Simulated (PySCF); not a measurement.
C₃H₆N (doublet state).
Geometry (GFN2-xTB, Å), atoms numbered from 1 in this order:
```
atom  x, y, z in Å
C1    -1.290   -0.448   -0.017
C2    -0.118    0.524   -0.153
C3     1.126   -0.041    0.398
N4     2.288    0.115    0.000
H5    -1.096   -1.355   -0.585
H6    -1.441   -0.719    1.025
H7    -2.203    0.008   -0.394
H8    -0.330    1.431    0.421
H9     0.012    0.811   -1.205
H10    3.061   -0.323    0.487
```

The hyperfine couplings belong to this conformer and change with its torsions.

As a line formula: `[H]/N=[C]/CC` [radical].

Level of theory: PySCF, UKS B3LYP, pcH-1 on C H N, non-relativistic, mean-field spin-orbit, GIAO. Geometry: GFN2-xTB, one conformer, isolated molecule. The geometry wasn't refined by DFT: couplings that depend on bond lengths, twists or pyramidal angles can differ widely from those at the functional's own minimum. The SCF solution wasn't tested for stability.

Q: Match the computed a_iso(13C) values +227.4, +93.6, +17.8 MHz with the sites C1; C2; C3.

A: 
```json
{"site": "C1", "a_iso (MHz)": "+17.8", "ρ(0) (bohr⁻³)": "+0.0158", "position": "2 bonds from C3", "distance from C3 (Å)": "2.48", "spin population": "0.00", "largest |T| (MHz)": "2.4"}
{"site": "C2", "a_iso (MHz)": "+93.6", "ρ(0) (bohr⁻³)": "+0.0833", "position": "1 bond from C3", "distance from C3 (Å)": "1.47", "spin population": "+0.01", "largest |T| (MHz)": "17.0"}
{"site": "C3", "a_iso (MHz)": "+227.4", "ρ(0) (bohr⁻³)": "+0.2023", "position": "largest spin population", "distance from C3 (Å)": "0.00", "spin population": "+0.72", "largest |T| (MHz)": "115.6"}
```

Q: Match the computed a_iso(1H) values +139.7, +29.1, -1.2 MHz (means over equivalent nuclei) with the sites H5/H6/H7; H8/H9; H10.

A: 
```csv
site,a_iso (MHz),ρ(0) (bohr⁻³),position,distance from C3 (Å),bound to,spin population there,largest |T| (MHz)
H5/H6/H7,-1.2,-0.0003,3 bonds from C3,2.97,C1,0.00,5.3
H8/H9,+29.1,+0.0065,2 bonds from C3,2.10,C2,+0.01,10.1
H10,+139.7,+0.0313,"2 bonds from C3, on N4 of spin population +0.16",1.96,N4,+0.16,25.8
```

ρ(0) is the spin density at the nucleus and T the dipolar tensor; entries for several nuclei are means. The largest Mulliken spin populations are on C3 (+0.72) and N4 (+0.16).

Class means assume fast exchange of nuclei equivalent by connectivity; if that motion is slow, each nucleus keeps its own coupling. The 1H value of +29.1 MHz is a mean of couplings from -3.7 to 61.9 MHz in this one geometry, not an average over conformers.
